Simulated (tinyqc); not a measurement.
Worked calculation (part 3 of 3): UHF in the sto-6g basis, for CH2, spin multiplicity 3. Computed by tinyqc, a small Python program that keeps every step (integrals from PySCF). Command: `OMP_NUM_THREADS=1 python tinyqc.py 30137 30138 out.jsonl` (the two numbers bound the seeds that draw the settings). One thread of a shared host (Intel(R) Xeon(R) Processor @ 2.60GHz), about 0.2 s of CPU time with the checks.

Geometry (angstrom):
```
atom         x          y         z
C     0.000000   0.000000  0.000000
H     0.000000   1.284000  0.663000
H     0.000000  -1.246000  0.643000
```

## Iteration 14 (converged): orbitals

converged F(alpha) (hartree):
```
             1C 1s      1C 2s     1C 2px     1C 2py     1C 2pz      2H 1s      3H 1s
1C 1s   -11.142824  -2.874680   0.000000   0.000106  -0.002575  -0.344080  -0.379361
1C 2s    -2.874680  -1.468314   0.000000   0.001451   0.061288  -0.441395  -0.470239
1C 2px    0.000000   0.000000  -0.356230   0.000000   0.000000   0.000000   0.000000
1C 2py    0.000106   0.001451   0.000000  -0.174450   0.002157  -0.301818   0.313917
1C 2pz   -0.002575   0.061288   0.000000   0.002157  -0.259415  -0.178944  -0.183582
2H 1s    -0.344080  -0.441395   0.000000  -0.301818  -0.178944  -0.218561  -0.063508
3H 1s    -0.379361  -0.470239   0.000000   0.313917  -0.183582  -0.063508  -0.250352
```

converged F(beta) (hartree):
```
             1C 1s      1C 2s    1C 2px     1C 2py     1C 2pz      2H 1s      3H 1s
1C 1s   -11.080687  -2.818213  0.000000   0.000157  -0.004873  -0.334899  -0.369422
1C 2s    -2.818213  -1.054598  0.000000   0.010999  -0.166138  -0.419692  -0.444971
1C 2px    0.000000   0.000000  0.392064   0.000000   0.000000   0.000000   0.000000
1C 2py    0.000157   0.010999  0.000000   0.015758   0.003974  -0.290862   0.299351
1C 2pz   -0.004873  -0.166138  0.000000   0.003974   0.323078  -0.130767  -0.135928
2H 1s    -0.334899  -0.419692  0.000000  -0.290862  -0.130767  -0.282160  -0.050955
3H 1s    -0.369422  -0.444971  0.000000   0.299351  -0.135928  -0.050955  -0.287537
```

X:
```
                1          2          3         4          5          6          7
1C 1s   -0.377172  -0.079951   0.723971  0.000000  -0.579393   0.021656   0.245822
1C 2s    0.960237   0.167133  -0.271488  0.000000  -0.252630   0.034555   0.503720
1C 2px   0.000000   0.000000   0.000000  1.000000   0.000000   0.000000   0.000000
1C 2py  -0.179086   0.912013   0.004250  0.000000  -0.000518   0.612537  -0.036682
1C 2pz   0.382688   0.063589   0.649117  0.000000   0.671807   0.012432   0.196782
2H 1s   -0.491803  -0.790871  -0.234984  0.000000   0.190614   0.434429   0.343127
3H 1s   -0.766964   0.574474  -0.222356  0.000000   0.181739  -0.382782   0.396495
```

Diagonalise F' = X^T F X, C = X C', fill 5 alpha and 3 beta electrons from the bottom; D(s) = C_occ C_occ^T. Each column has its largest component positive (the first on a tie).

F' = X^T F X (alpha) (hartree):
```
           1          2          3          4          5          6          7
1  -0.132790  -0.148897   1.507213   0.000000  -1.111806   0.031824   0.509248
2  -0.148897   0.445464   0.356221   0.000000  -0.278469   0.036075   0.130699
3   1.507213   0.356221  -4.749210   0.000000   4.349746  -0.208609  -2.633308
4   0.000000   0.000000   0.000000  -0.356230   0.000000   0.000000   0.000000
5  -1.111806  -0.278469   4.349746   0.000000  -4.681424   0.215222   2.752526
6   0.031824   0.036075  -0.208609   0.000000   0.215222  -0.442456  -0.138623
7   0.509248   0.130699  -2.633308   0.000000   2.752526  -0.138623  -2.365414
```

orbital energies (alpha) (hartree): MO1 -11.145756, MO2 -0.817535, MO3 -0.433478, MO4 -0.371190, MO5 -0.356230, MO6 0.359353, MO7 0.482775

coefficients C (alpha):
```
              MO1        MO2        MO3        MO4       MO5        MO6        MO7
1C 1s    0.995478  -0.244515  -0.008429   0.048375  0.000000   0.126450   0.014568
1C 2s    0.018759   0.903233   0.044699  -0.264761  0.000000  -0.668706  -0.083663
1C 2px   0.000000   0.000000   0.000000   0.000000  1.000000   0.000000   0.000000
1C 2py  -0.000111  -0.003236   0.584133   0.050006  0.000000  -0.076486   0.943839
1C 2pz   0.000990  -0.069814  -0.061525   0.821102  0.000000  -0.612495  -0.063493
2H 1s   -0.002889   0.151973   0.401341   0.340886  0.000000   0.772536  -0.606770
3H 1s   -0.003093   0.167555  -0.455075   0.272946  0.000000   0.650387   0.756158
```

F' = X^T F X (beta) (hartree):
```
           1          2          3         4          5          6          7
1   0.013490  -0.134955   1.387152  0.000000  -1.201962   0.028843   0.677279
2  -0.134955   0.518249   0.328484  0.000000  -0.293935   0.181330   0.162068
3   1.387152   0.328484  -4.417911  0.000000   4.688724  -0.205566  -2.631614
4   0.000000   0.000000   0.000000  0.392064   0.000000   0.000000   0.000000
5  -1.201962  -0.293935   4.688724  0.000000  -4.262974   0.208275   2.701295
6   0.028843   0.181330  -0.205566  0.000000   0.208275  -0.379063  -0.135961
7   0.677279   0.162068  -2.631614  0.000000   2.701295  -0.135961  -2.240325
```

orbital energies (beta) (hartree): MO1 -11.082290, MO2 -0.588065, MO3 -0.399227, MO4 0.249655, MO5 0.392064, MO6 0.468789, MO7 0.582605

coefficients C (beta):
```
              MO1        MO2        MO3        MO4       MO5        MO6        MO7
1C 1s    0.996743  -0.186663  -0.003792  -0.186587  0.000000  -0.077783   0.012616
1C 2s    0.013670   0.642307   0.015852   0.860455  0.000000   0.428363  -0.074637
1C 2px   0.000000   0.000000   0.000000   0.000000  1.000000   0.000000   0.000000
1C 2py  -0.000106  -0.017958   0.440102   0.025909  0.000000   0.094297   1.018248
1C 2pz   0.001282   0.148612   0.003931  -0.424780  0.000000   0.923518  -0.081388
2H 1s   -0.002256   0.343470   0.547366  -0.508119  0.000000  -0.544790  -0.541107
3H 1s   -0.002421   0.371501  -0.503442  -0.496202  0.000000  -0.448760   0.682190
```

D(alpha) after iteration 14:
```
            1C 1s      1C 2s    1C 2px     1C 2py     1C 2pz      2H 1s      3H 1s
1C 1s    1.053176  -0.215364  0.000000  -0.001824   0.058295  -0.026928  -0.027009
1C 2s   -0.215364   0.888278  0.000000   0.009946  -0.283185   0.064899   0.058676
1C 2px   0.000000   0.000000  1.000000   0.000000   0.000000   0.000000   0.000000
1C 2py  -0.001824   0.009946  0.000000   0.343723   0.005347   0.250992  -0.252717
1C 2pz   0.058295  -0.283185  0.000000   0.005347   0.682868   0.244597   0.240414
2H 1s   -0.026928   0.064899  0.000000   0.250992   0.244597   0.300382  -0.064124
3H 1s   -0.027009   0.058676  0.000000  -0.252717   0.240414  -0.064124   0.309677
```

D(beta) after iteration 14:
```
            1C 1s      1C 2s    1C 2px     1C 2py     1C 2pz      2H 1s      3H 1s
1C 1s    1.028354  -0.106330  0.000000   0.001577  -0.026477  -0.068438  -0.069849
1C 2s   -0.106330   0.412996  0.000000  -0.004560   0.095534   0.229259   0.230604
1C 2px   0.000000   0.000000  0.000000   0.000000   0.000000   0.000000   0.000000
1C 2py   0.001577  -0.004560  0.000000   0.194012  -0.000939   0.234729  -0.228237
1C 2pz  -0.026477   0.095534  0.000000  -0.000939   0.022103   0.053192   0.053228
2H 1s   -0.068438   0.229259  0.000000   0.234729   0.053192   0.417586  -0.147962
3H 1s   -0.069849   0.230604  0.000000  -0.228237   0.053228  -0.147962   0.391472
```

## Convergence

Stop when the energy changes by less than 1e-09 hartree and every element of the error matrix X^T (F D S - S D F) X (for each spin) is below 9e-06.

Course of the cycle:
```
iteration   E (hartree)     change  largest element of the error matrix
1          -38.60394842          -                             2.70e-01
2          -38.66967321  -6.57e-02                             6.85e-02
3          -38.68548801  -1.58e-02                             2.55e-02
4          -38.69111144  -5.62e-03                             1.10e-02
5          -38.69327912  -2.17e-03                             8.56e-03
6          -38.69432285  -1.04e-03                             5.09e-03
7          -38.69520970  -8.87e-04                             1.36e-03
8          -38.69523836  -2.87e-05                             7.25e-04
9          -38.69524552  -7.16e-06                             5.99e-04
10         -38.69525622  -1.07e-05                             3.22e-04
11         -38.69525922  -3.00e-06                             1.41e-04
12         -38.69525978  -5.65e-07                             3.97e-05
13         -38.69525979  -1.22e-08                             7.76e-06
14         -38.69525979  -6.24e-10                             4.62e-06
```

PySCF UHF in the same basis, after a stability check = -38.69525979 hartree

Converged in 14 iterations.

## Populations, bond orders and dipole

overlap S:
```
           1C 1s     1C 2s    1C 2px     1C 2py    1C 2pz     2H 1s      3H 1s
1C 1s   1.000000  0.243228  0.000000   0.000000  0.000000  0.028646   0.031614
1C 2s   0.243228  1.000000  0.000000   0.000000  0.000000  0.310287   0.329447
1C 2px  0.000000  0.000000  1.000000   0.000000  0.000000  0.000000   0.000000
1C 2py  0.000000  0.000000  0.000000   1.000000  0.000000  0.295903  -0.310601
1C 2pz  0.000000  0.000000  0.000000   0.000000  1.000000  0.152791   0.160286
2H 1s   0.028646  0.310287  0.000000   0.295903  0.152791  1.000000   0.049637
3H 1s   0.031614  0.329447  0.000000  -0.310601  0.160286  0.049637   1.000000
```

Mulliken: Z minus the diagonal of D S on the atom; Loewdin: the same with S^(1/2) D S^(1/2); Mayer order: 2 sum_s sum (D(s) S)_ij (D(s) S)_ji over the two atoms.

Charges (e):
```
atom   Mulliken    Loewdin  Mulliken spin
1C    -0.035478  -0.015545       2.224108
2H     0.014792   0.005504      -0.128795
3H     0.020686   0.010041      -0.095313
```

Mayer bond orders:
```
pair     order
2-1   0.945840
3-1   0.953134
3-2   0.037353
```

dipole moment about the origin, x y z (debye): 0.000000  -0.019981  0.186826

<S^2> of the determinant (pure state: 2) = 2.041472
